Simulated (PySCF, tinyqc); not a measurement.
Worked calculation: harmonic frequencies on the RHF/sto-6g surface (energies and gradients from PySCF), for CH2, spin multiplicity 1. The lowest restricted solution is unstable here: a spin-polarised one lies 0.0267 hartree lower (PySCF). One step of it, computed by the program tinyqc.

Question. Normal modes. Diagonalise H_ij / sqrt(m_i m_j); the 6 smallest eigenvalues belong to translations and rotations; wavenumber = sqrt(eigenvalue / 1822.888) x 219474.63; each mode has its largest component positive (the first on a tie); zero-point energy = sum of wavenumbers / 2, with 349.755 1/cm per kcal/mol.

Hessian (symmetrised) (hartree/bohr^2), order 1Cx, 1Cy, 1Cz, 2Hx, 2Hy, 2Hz, 3Hx, 3Hy, 3Hz:
```
[[0.00026046, 0.00644731, -0.00836317, -0.00004058, -0.00042031, 0.00143901, -0.00021886, -0.00602700, 0.00692417],
 [0.00644731, 0.51234565, -0.00123200, 0.00104242, -0.26073973, -0.21088258, -0.00748973, -0.25160637, 0.21211454],
 [-0.00836317, -0.00123200, 0.40834747, 0.00233594, -0.13932842, -0.19969081, 0.00602730, 0.14056043, -0.20865898],
 [-0.00004058, 0.00104242, 0.00233594, 0.00003880, 0.00009724, -0.00159369, 0.00000127, -0.00113966, -0.00074226],
 [-0.00042031, -0.26073973, -0.13932842, 0.00009724, 0.29234244, 0.17451078, 0.00032308, -0.03160250, -0.03518274],
 [0.00143901, -0.21088258, -0.19969081, -0.00159369, 0.17451078, 0.18495523, 0.00015465, 0.03637172, 0.01473673],
 [-0.00021886, -0.00748973, 0.00602730, 0.00000127, 0.00032308, 0.00015465, 0.00021708, 0.00716665, -0.00618194],
 [-0.00602700, -0.25160637, 0.14056043, -0.00113966, -0.03160250, 0.03637172, 0.00716665, 0.28320909, -0.17693173],
 [0.00692417, 0.21211454, -0.20865898, -0.00074226, -0.03518274, 0.01473673, -0.00618194, -0.17693173, 0.19392342]]
```

masses (u): [12.000000, 1.007825, 1.007825]

Give: eigenvalues of the mass-weighted Hessian; harmonic wavenumbers of the vibrations; mass-weighted modes; zero-point energy.

Answer.

eigenvalues of the mass-weighted Hessian (hartree/(bohr^2 u)): [0.000, 0.000, 0.000, 0.000, 0.000, 0.000, 0.121, 0.432, 0.470]

harmonic wavenumbers of the vibrations (1/cm): [1791.1, 3379.8, 3525.4]

mass-weighted modes, order 1Cx, 1Cy, 1Cz, 2Hx, 2Hy, 2Hz, 3Hx, 3Hy, 3Hz:
```
[[0.006, 0.005, -0.004],
 [-0.004, -0.003, -0.301],
 [-0.301, -0.231, 0.004],
 [-0.016, -0.001, -0.002],
 [-0.424, 0.566, 0.525],
 [0.524, 0.391, 0.422],
 [-0.005, -0.015, 0.015],
 [0.437, -0.555, 0.514],
 [0.513, 0.405, -0.436]]
```

zero-point energy = 12.432 kcal/mol
